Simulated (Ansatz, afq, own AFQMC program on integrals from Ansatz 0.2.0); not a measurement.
**AlN, singlet: AFQMC among the cluster methods**

```xyz
2

Al    0.0000    0.0000    0.0000
N     0.0000    0.0000    1.6681
```

Basis 6-31G. Noble-gas cores (and the filled d shells of Ga–Kr and In–Xe) are frozen. AFQMC by an in-house program on the Cholesky factors that Ansatz 0.2.0 writes for its CCSD(T) run. ph-AFQMC/CISD is guided by a CISD state made of CCSD amplitudes; releasing the constraint for a short imaginary time cuts its bias at the price of noise, slowly where states lie close. Error bars are statistical, one sigma.

Determinant: RHF, the one that the program's search chose, which needn't be the lowest solution. The geometry is a point of a scan.

Full CI on the same integrals is exact in this basis and with this determinant's frozen core.

Cautions: another spin lies lower; restricted determinant unstable towards unrestricted (UHF 1.86 eV lower, ⟨S²⟩ 1.21); the search met a lower determinant of the same kind, perhaps of another symmetry (102 meV lower), and this one is a saddle point; strong correlation (T1 0.146, weight of the determinant 0.58, largest double 0.25); (T) is large, 10 % of the CCSD correlation; (Q) is large, 125 meV, so the cluster series hasn't closed; CCSD(T) is in doubt: in a space of 8 electrons in 8 natural orbitals full CI lies 102 meV above it; the released energies are still falling, so no released level is given (meV from the phaseless value at times in 1/Eh: -18 ± 5 at 0.24, -40 ± 4 at 0.51, -59 ± 4 at 0.99, -81 ± 3 at 1.62, -98 ± 5 at 2.40); the ph-AFQMC/CISD walk drifts between its halves (2.8 errors); CCSDTQ on the UHF determinant differs (31 meV lower), perhaps since the unrestricted series falls towards higher spin.

```
T1 diagnostic                               : 0.1464
weight of the determinant in the CISD state : 0.580
size of the correlated space                : 8 electrons in 16 orbitals
```

```csv
level,correlation energy (eV)
MP2,-4.0530
CCSD,-5.4460
CCSD(T),-5.9640
```

Q: Estimate where phaseless AFQMC with the Hartree–Fock trial lies against CCSD(T) on the same integrals.

A: 19.59 ± 1.28 mEh above CCSD(T).

Reference: full CI, correlation energy -5.882 eV. The cautions show a poor starting determinant, so the rows tell how each method copes with it here, and full CI is the sure value.

```json
{"level": "CCSD(T)", "E − E(reference) (mEh)": "-3.03", "share of correlation (%)": "101.40"}
{"level": "CCSDT", "E − E(reference) (mEh)": "1.26", "share of correlation (%)": "99.42"}
{"level": "CCSDT(Q)", "E − E(reference) (mEh)": "-3.35", "share of correlation (%)": "101.55"}
{"level": "CCSDTQ", "E − E(reference) (mEh)": "0.22", "share of correlation (%)": "99.90"}
{"level": "ph-AFQMC/HF", "E − E(reference) (mEh)": "16.55 ± 1.28", "share of correlation (%)": "92.34"}
{"level": "ph-AFQMC/CISD", "E − E(reference) (mEh)": "5.74 ± 0.16", "share of correlation (%)": "97.35"}
```

CCSDT and higher add their correlation energy to the determinant of the CCSD(T) run, since their own runs factorise the integrals more tightly (a shift of under 2 meV). A walk keeps the symmetry of its determinant, which the program's search chose and which needn't be the lowest solution, so a lower state of the same spin and another symmetry isn't excluded.
